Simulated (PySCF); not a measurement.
How the bulk modulus of zinc-blende AlN (metastable phase) moves with the method

No measured value is used here.

```json
[
 {"level (code)": "PBE (PySCF)", "value (GPa)": "…", "cell (Å³/atom)": "10.70"},
 {"level (code)": "PBE0 (PySCF)", "value (GPa)": "210 ± 6", "cell (Å³/atom)": "10.30"},
 {"level (code)": "MP2 (PySCF)", "value (GPa)": "205 ± 6", "cell (Å³/atom)": "10.56"},
 {"level (code)": "CCSD (PySCF)", "value (GPa)": "212 ± 6", "cell (Å³/atom)": "10.46"}
]
```

Q: What belongs in the gaps?

A: 
- PBE (PySCF), value (GPa): 193 ± 6

A ± on a computed value is a rough bar: the spread of its extrapolation, a floor set from checks against published values, or a statistical error. Each level is taken at its own relaxed cell.
